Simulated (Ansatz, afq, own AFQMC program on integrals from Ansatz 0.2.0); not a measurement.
# AlH3 (triplet): quantum Monte Carlo beside coupled cluster at distance Al1–H3 = 2.076 Å, 6-31G

One table from this session's results is given with a row withheld; the runs are named, their logs left out.

The runs use Ansatz 0.2.0, Gaussian basis, and an in-house AFQMC program (afq) on its integrals; all values are calculated; 6-31G, frozen cores.

To be run: Full CI; PBE (unrestricted); r2SCAN (unrestricted); PBE0 (unrestricted); B3LYP (unrestricted); wB97M-V (unrestricted); B2PLYP (unrestricted); CCSD(T) on ROHF; Full CI; Full CI (quintet); CCSDT(Q) on ROHF; CCSDTQ on ROHF; Phaseless AFQMC, CISD trial on ROHF; CCSD(T) on UHF; Full CI; CCSDT(Q) on UHF; CCSDTQ on UHF; Phaseless AFQMC, CISD trial on UHF.

5 further runs of the same task are left out: 5 that didn't finish.

### The geometry

The geometry derives from a PBE0/def2-TZVP stationary point (not a proven minimum). One bond is set to the value named and the two fragments are kept rigid.

4 atoms, charge 0, spin multiplicity 3.

Atoms are counted from 1 here; the program's logs count them from 0.

Bond lengths: Al1–H2 1.590 Å, Al1–H4 1.843 Å. Angles: H2–Al1–H4 101.8°.

The first run:

Input file in.yaml:

```yaml
crystal:
  periodic: [false, false, false]
  atoms:
    - {symbol: Al, position_ang: [-0.001787, 0.076045, -0.103080]}
    - {symbol: H, position_ang: [-0.001787, -1.370777, -0.761429]}
    - {symbol: H, position_ang: [0.472072, -0.356737, 1.871238]}
    - {symbol: H, position_ang: [-0.422437, -0.308141, 1.649544]}
basis:
  gaussian: {orbitals: 6-31G}
magnetization: {spin_polarized: false, initial_magnetization: 2}
correlation: {method: fci, electrons: outside_noble_gas}
```

Launch:

```sh
$ ansatz run in.yaml --threads 1 --pin off --events-out ev --progress --plain --max-ram 16896MiB --backend cuda --devices 0, --max-vram 18GiB
```

Among the steps run: Full CI; PBE (unrestricted); r2SCAN (unrestricted); PBE0 (unrestricted); B3LYP (unrestricted); wB97M-V (unrestricted); B2PLYP (unrestricted); CCSD(T) on ROHF; Full CI (quintet); CCSDT(Q) on ROHF; CCSDTQ on ROHF; Phaseless AFQMC, CISD trial on ROHF; CCSD(T) on UHF; CCSDT(Q) on UHF; CCSDTQ on UHF; Phaseless AFQMC, CISD trial on UHF.

One of the session's tables, all rows but one given; the rest of the session is left out.

On the ROHF determinant, counted from full CI (exact for this spin and basis):

| level | from full CI (kJ/mol) |
| --- | --- |
| HF | ? |
| MP2 | +52.3 |
| CCSD | +2.7 |
| CCSD(T) | +0.9 |
| CCSDT(Q) | 0.0 |
| CCSDTQ | 0.0 |
| full CI | 0.0 |
| Phaseless AFQMC, CISD trial, step 0.005, 4000 walkers | +0.2 |

**Question.** Estimate the row for HF.

The run gave: from full CI (kJ/mol): +157.6. In the column «from full CI (kJ/mol)» it is the highest.
